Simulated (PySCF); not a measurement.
Species: chlorocyclopentane, C₅H₉Cl.
SMILES with atom numbers: `[Cl:1][CH:2]1[CH2:3][CH2:4][CH2:5][CH2:6]1` (hydrogens: H7 on C2; H8, H9 on C3; H10, H11 on C4; H12, H13 on C5; H14, H15 on C6)

The closed-shell ground state was solved at several levels (PySCF, density fitting, gas phase, non-relativistic). One conformer (not necessarily the lowest) at the PBE0-D3(BJ)/def2-SVP geometry, without solvent, vibrations or thermal averaging.

| level | basis functions | total energy (Eh) | HOMO (eV) | LUMO (eV) | gap (eV) | dipole (D) |
| --- | --- | --- | --- | --- | --- | --- |
| wB97X-D/pcSseg-1 | 154 | -656.0476 | -10.13 | 2.77 | 12.90 | 2.29 |
| BP86/pcSseg-1 | 154 | -656.1550 | -6.90 | -0.24 | 6.66 | 2.15 |
| B3LYP/6-31G* | 106 | -656.1488 | -7.74 | 0.96 | 8.70 | 2.22 |
| PBE0/aug-cc-pVDZ | 223 | -655.7994 | -8.17 | -0.18 | 7.99 | 2.23 |
| OPBE/pcSseg-1 | 154 | -656.0106 | -6.78 | -0.06 | 6.72 | 2.15 |
| B97-2/pcSseg-1 | 154 | -656.0786 | -7.94 | 0.88 | 8.82 | 2.23 |
| PBE0/pcSseg-0 | 76 | -654.8076 | -8.15 | 1.20 | 9.35 | 2.42 |

What might PBE/pcSseg-1 (154 basis functions) give for the same quantities?

Total energy -655.6535 Eh, HOMO -6.79 eV, LUMO -0.15 eV, gap 6.64 eV, dipole 2.11 D.

Over all these levels, which gives the widest orbital gap and which the narrowest?

wB97X-D/pcSseg-1 (range-separated hybrid) has the widest, 12.90 eV, and PBE/pcSseg-1 (GGA) the narrowest, 6.64 eV. The two share the basis. From the narrowest to the widest the HOMO moves by -3.34 eV and the LUMO by +2.92 eV.

How far do the dipole and the HOMO energy spread over the levels?

The dipole runs from 2.11 to 2.42 D (mean 2.23 D) and the HOMO from -10.13 to -6.78 eV.

The pairwise dispersion term of wB97X-D wasn't added to the energies; at a given geometry it leaves orbitals and properties as they are.
